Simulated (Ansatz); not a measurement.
Born–Oppenheimer molecular dynamics of CH₅B (7 atoms, charge 0, multiplicity 1). It starts at the highest image of a converged band. Of that band: Neighbouring images differ by up to 3.2 eV, so the band resolves the path poorly. A vibrational analysis at the climbing image gives one clearly imaginary mode, 560i cm⁻¹: a first-order saddle point.

The calculation used Ansatz, RKS PBE0/def2-SVP.

| Quantity | Value |
| --- | --- |
| ensemble | NVE (velocity Verlet) |
| time step | 0.5 fs |
| steps asked | 200 |
| starting velocities drawn for | 300 K |
| seed | 7121 |

Frames 1 fs apart, positions in Å, forces in eV/Å.

Velocities at 10 fs (Å/ps):

```
B -1.29 -4.01 1.60
H 8.06 13.97 -10.22
H -1.53 15.00 -2.43
C 0.21 3.63 -0.06
H -1.91 -4.28 -10.08
H 11.76 -11.90 1.34
H -5.05 -13.00 4.94
```

```xyz
7
Properties=species:S:1:pos:R:3:forces:R:3 time_fs=10 energy_less_start_eV=0.111 T=129
B -0.380 -0.698 0.448 0.16 0.12 0.50
H 0.893 0.237 0.628 0.32 -0.31 0.12
H 0.846 0.607 -0.079 0.15 0.48 -0.02
C -1.238 -0.062 -0.667 -0.56 0.03 -0.62
H -2.155 -0.671 -0.660 -0.14 0.03 -0.26
H -1.538 1.009 -0.634 0.26 -0.33 0.18
H -0.714 -0.229 -1.637 -0.20 -0.03 0.11
7
Properties=species:S:1:pos:R:3:forces:R:3 time_fs=11 energy_less_start_eV=0.099 T=147
B -0.381 -0.702 0.450 0.10 0.14 0.40
H 0.903 0.250 0.619 0.31 -0.29 0.14
H 0.846 0.624 -0.081 0.16 0.47 -0.04
C -1.238 -0.059 -0.668 -0.57 -0.75 -0.46
H -2.157 -0.675 -0.671 0.00 0.17 -0.18
H -1.525 0.996 -0.632 0.07 0.26 0.17
H -0.719 -0.242 -1.631 -0.07 0.01 -0.02
7
Properties=species:S:1:pos:R:3:forces:R:3 time_fs=12 energy_less_start_eV=0.097 T=151
B -0.382 -0.706 0.452 0.05 0.17 0.29
H 0.915 0.259 0.611 0.27 -0.23 0.04
H 0.846 0.646 -0.084 0.18 0.39 0.06
C -1.238 -0.056 -0.668 -0.55 -1.48 -0.29
H -2.160 -0.677 -0.684 0.09 0.29 -0.10
H -1.512 0.985 -0.628 -0.10 0.81 0.15
H -0.726 -0.255 -1.626 0.06 0.04 -0.16
7
Properties=species:S:1:pos:R:3:forces:R:3 time_fs=13 energy_less_start_eV=0.093 T=157
B -0.383 -0.710 0.454 0.01 0.21 0.18
H 0.930 0.267 0.603 0.21 -0.13 -0.11
H 0.849 0.672 -0.086 0.20 0.27 0.22
C -1.239 -0.054 -0.669 -0.50 -1.86 -0.14
H -2.161 -0.677 -0.698 0.10 0.35 -0.01
H -1.499 0.983 -0.623 -0.19 1.08 0.12
H -0.732 -0.268 -1.623 0.16 0.09 -0.26
7
Properties=species:S:1:pos:R:3:forces:R:3 time_fs=14 energy_less_start_eV=0.079 T=179
B -0.385 -0.713 0.457 -0.03 0.25 0.08
H 0.948 0.273 0.594 0.14 -0.02 -0.25
H 0.853 0.700 -0.086 0.23 0.13 0.37
C -1.240 -0.054 -0.670 -0.43 -1.74 -0.04
H -2.162 -0.673 -0.712 0.03 0.34 0.07
H -1.488 0.990 -0.617 -0.17 0.90 0.07
H -0.736 -0.280 -1.621 0.23 0.14 -0.29
7
Properties=species:S:1:pos:R:3:forces:R:3 time_fs=15 energy_less_start_eV=0.059 T=210
B -0.386 -0.717 0.460 -0.08 0.27 -0.02
H 0.966 0.279 0.582 0.09 0.07 -0.32
H 0.860 0.729 -0.083 0.26 0.03 0.43
C -1.242 -0.055 -0.671 -0.31 -1.22 0.00
H -2.162 -0.666 -0.725 -0.12 0.27 0.13
H -1.479 1.006 -0.610 -0.07 0.36 0.00
H -0.739 -0.290 -1.623 0.24 0.21 -0.23
7
Properties=species:S:1:pos:R:3:forces:R:3 time_fs=16 energy_less_start_eV=0.045 T=230
B -0.387 -0.720 0.462 -0.14 0.27 -0.10
H 0.985 0.286 0.568 0.06 0.10 -0.29
H 0.869 0.759 -0.076 0.27 0.00 0.39
C -1.244 -0.057 -0.672 -0.14 -0.55 -0.01
H -2.164 -0.657 -0.737 -0.29 0.17 0.18
H -1.470 1.025 -0.603 0.04 -0.27 -0.07
H -0.739 -0.298 -1.626 0.21 0.28 -0.10
7
Properties=species:S:1:pos:R:3:forces:R:3 time_fs=17 energy_less_start_eV=0.042 T=236
B -0.388 -0.723 0.465 -0.21 0.25 -0.18
H 1.005 0.294 0.550 0.06 0.07 -0.16
H 0.881 0.788 -0.065 0.25 0.04 0.26
C -1.246 -0.059 -0.674 0.05 0.00 -0.05
H -2.168 -0.645 -0.748 -0.42 0.08 0.21
H -1.462 1.041 -0.597 0.12 -0.78 -0.13
H -0.737 -0.304 -1.631 0.15 0.34 0.06
7
Properties=species:S:1:pos:R:3:forces:R:3 time_fs=18 energy_less_start_eV=0.037 T=243
B -0.390 -0.725 0.467 -0.28 0.23 -0.25
H 1.026 0.302 0.532 0.08 -0.01 0.00
H 0.895 0.819 -0.051 0.23 0.14 0.08
C -1.248 -0.062 -0.675 0.20 0.29 -0.08
H -2.177 -0.633 -0.756 -0.45 0.03 0.22
H -1.452 1.050 -0.592 0.15 -1.05 -0.16
H -0.733 -0.306 -1.635 0.08 0.37 0.20
7
Properties=species:S:1:pos:R:3:forces:R:3 time_fs=19 energy_less_start_eV=0.023 T=265
B -0.391 -0.727 0.469 -0.35 0.21 -0.32
H 1.047 0.310 0.513 0.10 -0.09 0.12
H 0.911 0.850 -0.036 0.21 0.22 -0.05
C -1.250 -0.064 -0.676 0.25 0.28 -0.09
H -2.189 -0.621 -0.762 -0.36 0.04 0.23
H -1.440 1.050 -0.588 0.13 -1.03 -0.17
H -0.729 -0.305 -1.637 0.02 0.36 0.28
7
Properties=species:S:1:pos:R:3:forces:R:3 time_fs=20 energy_less_start_eV=-0.001 T=302
B -0.394 -0.730 0.471 -0.40 0.19 -0.37
H 1.069 0.318 0.495 0.08 -0.08 0.14
H 0.929 0.884 -0.022 0.20 0.22 -0.08
C -1.251 -0.066 -0.677 0.21 -0.01 -0.07
H -2.205 -0.608 -0.766 -0.16 0.09 0.22
H -1.427 1.039 -0.586 0.08 -0.72 -0.14
H -0.725 -0.301 -1.637 -0.01 0.32 0.29
7
Properties=species:S:1:pos:R:3:forces:R:3 time_fs=21 energy_less_start_eV=-0.023 T=336
B -0.396 -0.732 0.473 -0.44 0.18 -0.41
H 1.092 0.324 0.479 0.04 0.03 0.06
H 0.950 0.919 -0.009 0.23 0.11 0.00
C -1.252 -0.068 -0.678 0.12 -0.50 0.01
H -2.223 -0.595 -0.768 0.08 0.13 0.21
H -1.414 1.022 -0.586 -0.01 -0.19 -0.07
H -0.721 -0.293 -1.633 -0.02 0.24 0.21
```

Of the whole run (100 fs, mean temperature of the second half 535 K): The conserved energy stayed within 0.098 meV per atom of its start (net change 0.042 meV per atom), so the integration is sound. The kinetic energy rose, since the run started high on the potential surface and went downhill. It ends in pieces (CH3B + H2), so much of that is their flight and rotation, not heat. A run of 0.1 ps of so small a system gives no equilibrium averages. The orbitals stay closed-shell, which can raise the energy where a bond breaks towards radicals; this wasn't checked here.

The run took 3.1 min on 1 thread of Arm Neoverse V1 (shared host), peak memory 0.092 GiB.
